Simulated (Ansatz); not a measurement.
**H5NSSi: energy of protonation at one site from a Python script**

The task is the energy of protonation at one site, for H5NSSi. SMILES: N[SiH2]S.

Computed with the Python package of Ansatz 0.2.0. Level of theory: MP2/cc-pVDZ.

## 1. The structure

Bond lengths: N1–Si2 1.637 Å, Si2–S3 2.128 Å, N1–H4 0.968 Å, N1–H5 1.054 Å, Si2–H6 1.492 Å, Si2–H7 1.493 Å, S3–H8 1.398 Å. Angles: N1–Si2–S3 103.3°, N1–Si2–H6 109.7°, N1–Si2–H7 108.4°, S3–Si2–H6 110.9°, S3–Si2–H7 111.1°, H6–Si2–H7 113.0°, Si2–N1–H4 110.5°, Si2–N1–H5 109.8°, H4–N1–H5 105.7°, Si2–S3–H8 93.6°.

The script holds or builds the structure itself.

## 2. Script

pa.py

```python
"""Adding a proton to H5NSSi."""

import warnings

import ansatz as az
from ase import Atoms
import numpy as np

BASIS = "cc-pVDZ"
METHOD = "MP2"
CHARGE = 1
FORCE_TOL = 0.01


def main() -> None:
    warnings.simplefilter("ignore", az.DeckWarning)

    atoms = Atoms(["N", "Si", "S", "H", "H", "H", "H", "H"], positions=[
        (-0.6334, 0.568, -1.1402),
        (0.5101, 0.1707, -0.0377),
        (-0.5314, -1.1022, 1.3131),
        (-0.9938, -0.2276, -1.5564),
        (-1.448, 1.0322, -0.6576),
        (0.9899, 1.402, 0.6547),
        (1.602, -0.568, -0.738),
        (0.5966, -1.3322, 2.1062),
    ])
    mol = az.Crystal.molecule_from_ase(atoms)

    calc = mol.calculation().basis(gaussian=BASIS).correlation(METHOD)
    symbols = [site.symbol for site in mol.cartesian_sites]
    start = np.array([site.position_ang for site in mol.cartesian_sites], dtype=float)
    summary = calc.relax(force_tolerance=0.01).run(threads=1, pin="off").report
    end = np.array(summary["positions_ang"])

    # start the new hydrogen opposite the existing bonds
    away = sum((end[0] - end[j]) / np.linalg.norm(end[0] - end[j]) for j in [1, 3, 4]) + np.array([0.15, 0.1, -0.2])
    proton = end[0] + 1.0 * away / np.linalg.norm(away)
    acid = az.Crystal.molecule()
    for symbol, place in zip(symbols, end):
        acid = acid.atom(symbol, place.tolist())
    acid = acid.atom("H", proton.tolist())
    protonated = (
        acid.calculation()
        .basis(gaussian=BASIS)
        .correlation(METHOD)
        .charge(CHARGE)
        .relax(force_tolerance=FORCE_TOL, max_steps=80)
    )
    after = protonated.run(threads=1, pin="off").report
    xyz = np.array(after["positions_ang"])
    reach = np.linalg.norm(xyz[:-1] - xyz[-1], axis=1)
    print(f"base {summary['free_energy_ev']:.5f} eV, protonated {after['free_energy_ev']:.5f} eV")
    print(f"the proton ends {reach.min():.3f} A from {symbols[reach.argmin()]}{reach.argmin()}")
    print(f"electronic proton affinity {96.485332 * (summary['free_energy_ev'] - after['free_energy_ev']):.1f} kJ/mol")


if __name__ == "__main__":
    main()
```

## 3. The calls as engine input

The package turns the script's settings into the engine's input (first run):

```yaml
crystal:
  periodic: [false, false, false]
  atoms:
    - { symbol: "N", position_ang: [-0.6334, 0.568, -1.1402] }
    - { symbol: Si, position_ang: [0.5101, 0.1707, -0.0377] }
    - { symbol: S, position_ang: [-0.5314, -1.1022, 1.3131] }
    - { symbol: H, position_ang: [-0.9938, -0.2276, -1.5564] }
    - { symbol: H, position_ang: [-1.448, 1.0322, -0.6576] }
    - { symbol: H, position_ang: [0.9899, 1.402, 0.6547] }
    - { symbol: H, position_ang: [1.602, -0.568, -0.738] }
    - { symbol: H, position_ang: [0.5966, -1.3322, 2.1062] }
basis:
  gaussian:
    orbitals: cc-pVDZ
correlation:
  method: mp2
relax:
  f_tol: 0.01
```

## 4. Launch

The run is started by

```console
> python pa.py
```

**Question.** What results will this script give? Wanted: electronic proton affinity; moves of the relaxation of run 1; energy gained in run 1; last largest force component of run 1; moves of the relaxation of run 2; energy gained in run 2; last largest force component of run 2.

The runs gave:

```
                             quantity         value
           electronic proton affinity  932.9 kJ/mol
                        runs compared             2
     moves of the relaxation of run 1             6
               energy gained in run 1      0.492 eV
last largest force component of run 1   0.0085 eV/Å
     moves of the relaxation of run 2            18
               energy gained in run 2      0.768 eV
last largest force component of run 2   0.0037 eV/Å
```

What this shows: Run 1: After 6 moves the largest shift is 0.256 Å. Run 2: After 18 moves the largest shift is 1.185 Å, of atom 8 (H). So large a move can change the bonding: the results belong to the relaxed structure. The proton is put on one chosen atom, which needn't be the most basic site, so the molecule's proton affinity can be higher; the ends are stationary points, not checked by frequencies, and zero-point and thermal terms count only where printed.
